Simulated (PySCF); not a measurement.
Molecule: (CH3)3CCH2F (SMILES CC(C)(C)CF).

Numbering as in the mapped SMILES `[CH3:1][C:2]([CH3:3])([CH3:4])[CH2:5][F:6]` (H(Xn): hydrogen on atom n).

Geometry PBE0-D3(BJ)/def2-SVP throughout; GIAO in PySCF, gas phase, one conformer, non-relativistic; equivalent atoms averaged; basis pcSseg-1.

For orientation, BLYP gives these shifts δ (against TMS, CFCl3 at the same level): C5 98.3, C2 36.2, C1/C3/C4 27.9, F6 -257.9, H(C5) 4.17, H(C1)/H(C3)/H(C4) 0.94 ppm.

A run gave: C5 93.1, C2 30.1, C1/C3/C4 26.0, F6 -226.6, H(C5) 3.99, H(C1)/H(C3)/H(C4) 0.91 ppm (shifts δ (against TMS, CFCl3 at the same level)).

Which functional was used in that run?
A. LC-wPBE
B. B97-D
C. BP86
D. KT2
E. WP04

Answers

A. C2 tells them apart best: LC-wPBE gives 30.1, B97-D gives 34.6, BP86 gives 35.3, WP04 gives 37.0, KT2 gives 34.9 ppm.
